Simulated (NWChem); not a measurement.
# Correlation energy of acetonitrile (C2H3N)

```xyz
6

C      0.0096    -1.1749     0.0000
C     -0.0023     0.2783     0.0000
N     -0.0118     1.4351     0.0000
H     -0.5029    -1.5596     0.8932
H     -0.5029    -1.5596    -0.8932
H      1.0441    -1.5468     0.0000
```
Charge 0, spin multiplicity 1.

Program: NWChem. All single points use one geometry, from PBE0/def2-SVP, a minimum by its harmonic frequencies.

Basis set: def2-TZVP. Each correlation energy counts from its own Hartree-Fock reference.

```
method      correlation energy (mHa)
----------  ------------------------
MP2                           -506.8
SCS-MP2                       -502.0
CCSD                          -522.4
CR-CCSD[T]                    -542.1
CR-CCSD(T)                    -541.3
```

The values span 40.0 mHa, from CR-CCSD[T] (lowest) to SCS-MP2 (highest). 

The correlated methods keep 3 core orbitals frozen. No row is a measurement; the coupled-cluster row has its own basis-set and correlation limits.
